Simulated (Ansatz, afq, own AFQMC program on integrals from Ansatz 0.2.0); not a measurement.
Two steps: Ansatz 0.2.0 writes the Fock matrix and Cholesky factors of the valence space, and afq projects on them the lowest state that overlaps trial and start.

```yaml
crystal:
  periodic: [false, false, false]
  atoms:
    - {symbol: B, position_ang: [-0.032658, 0.000000, 0.000000]}
    - {symbol: H, position_ang: [0.175144, 0.000000, -1.160727]}
    - {symbol: H, position_ang: [0.175144, 0.000000, 1.160727]}
basis:
  gaussian: {orbitals: cc-pVDZ}
total_charge: 1
magnetization: {spin_polarized: false}
correlation: {method: ccsd_t, electrons: outside_noble_gas, hamiltonian_folder: ham}
```

```sh
$ ansatz run in.yaml --threads 1 --pin off --events-out ev --progress --plain --max-ram 16896MiB --backend cuda --devices 0, --max-vram 18GiB
```

Options of the walk:

```
--method phaseless --trial cisd --walkers 10 --populations 1 --least-time 40 --time-step 0.005 --steps-per-block 5 --equilibration-blocks 120 --max-blocks 2400 --target-error 0.00048 --factor-cut 1e-05 --seed 2251 --taylor-order 4
```

Times are imaginary, in 1/Eh. The walk had a cap of 60 s.

Output of the walk:

```
orbitals 23  electrons 2 2  factors 162 of 221
reference energy -25.46640983 Eh
CCSD correlation -0.07353115 Eh in 9 cycles, weight of the determinant in the CISD state 0.9595
energy of the start -25.539946 Eh
 block  time / (1/Eh)  mean weight  energy / Eh
     1     0.025  0.9968  -25.539876
     2     0.050  0.9998  -25.539840
     3     0.075  1.0021  -25.539817
     4     0.100  0.9991  -25.539802
     5     0.125  0.9985  -25.539787
     8     0.200  1.0008  -25.539732
    44     1.100  1.0017  -25.539903
   173     4.325  1.0019  -25.540683
   302     7.550  1.0017  -25.542936
   431    10.775  1.0023  -25.543463
   560    14.000  0.9984  -25.540204
   689    17.225  1.0005  -25.540248
   818    20.450  0.9955  -25.540155
   947    23.675  0.9993  -25.542393
  1076    26.900  1.0014  -25.541540
  1205    30.125  0.9989  -25.540932
  1334    33.350  1.0001  -25.542136
  1463    36.575  1.0005  -25.539982
  1592    39.800  1.0007  -25.540930
  1635    40.875  1.0003  -25.539353
  1678    41.950  1.0021  -25.540255
blocks merged  error / Eh  count
     1  0.000027  1600
     2  0.000037  800
     4  0.000051  400
     8  0.000070  200
    16  0.000092  100
    32  0.000114  50
    64  0.000147  25
   128  0.000144  12
energy -25.540871 +/- 0.000147 Eh
(rows thinned)
```

The run failed at least one of its tests; the cautions name the faults.

Against this walk (error 4.0 meV) on the same determinant: CCSD(T) 7.3 meV higher (within the noise), CCSDT(Q) 0.3 meV higher (within the noise), full CI 0.2 meV higher (within the noise), a separate phaseless walk with a CISD trial and standard settings 0.6 ± 4.0 meV higher (within the noise). The error is statistical and leaves out the bias of the constraint.

Cautions: constraint bias not in the error; error not settled; so few walkers bias the energy.

The walk took 26 s on 1 × NVIDIA H100 80GB HBM3 with 2 threads of AMD EPYC 7R13 Processor (Zen 3) (shared host) (the card was shared). The log's last line is the phaseless energy.

CCSDT and higher add their correlation energy to the determinant of the CCSD(T) run, since their own runs factorise the integrals more tightly (a shift of under 2 meV). A walk keeps the symmetry of its determinant, which the program's search chose and which needn't be the lowest solution, so a lower state of the same spin and another symmetry isn't excluded.
